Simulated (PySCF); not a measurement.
# Bond curve of CH⁺

Set-up: basis H def2-SVPD, C def2-SVPD; no relativity; PySCF 2.14. Energies in eV from H + C⁺ in their ground configurations at the same level. State: ¹Σ⁺ (singlet), closed shell.

All columns are PBE0. A positive dipole points towards C; it is taken about the centre of mass and depends on that origin.

| R (Å) | E (eV) | μ (D) | Mulliken charge on H (basis-dependent) | HOMO (eV) | LUMO (eV) | Mayer bond order | ⟨S²⟩ |
| --- | --- | --- | --- | --- | --- | --- | --- |
| 0.987 | -3.650 | -1.81 | -0.04 | -20.14 | -14.75 | 0.96 | 0.00 |
| 1.033 | -3.913 | -1.82 | 0.05 | -20.05 | -14.69 | 0.97 | 0.00 |
| 1.079 | -4.065 | -1.83 | 0.13 | -19.95 | -14.63 | 0.95 | 0.00 |
| 1.114 | -4.123 | -1.84 | 0.18 | -19.88 | -14.58 | 0.94 | 0.00 |
| 1.148 | -4.140 | -1.85 | 0.22 | -19.80 | -14.54 | 0.92 | 0.00 |
| 1.182 | -4.125 | -1.86 | 0.26 | -19.72 | -14.50 | 0.90 | 0.00 |
| 1.228 | -4.063 | -1.88 | 0.30 | -19.61 | -14.45 | 0.87 | 0.00 |
| 1.286 | -3.936 | -1.90 | 0.34 | -19.46 | -14.39 | 0.85 | 0.00 |
| 1.355 | -3.732 | -1.93 | 0.38 | -19.27 | -14.32 | 0.82 | 0.00 |
| 1.446 | -3.405 | -1.99 | 0.41 | -19.00 | -14.22 | 0.80 | 0.00 |

A fit through these points gives, at Re = 1.148 Å, μ = -1.85 D and dμ/dR = -0.285 D/Å; the reduced mass is 0.9297 u.

**Question.** How strong is the fundamental in the double-harmonic approximation, I = 42.26·(dμ/dR)²/μred km/mol?

**Answer.** I = 42.26·(-0.285)²/0.9297 = 3.69 km/mol at PBE0.

For an ion De counts to the pair picked by the measured ionisation energies or electron affinities, which need not be the lowest pair at this level.
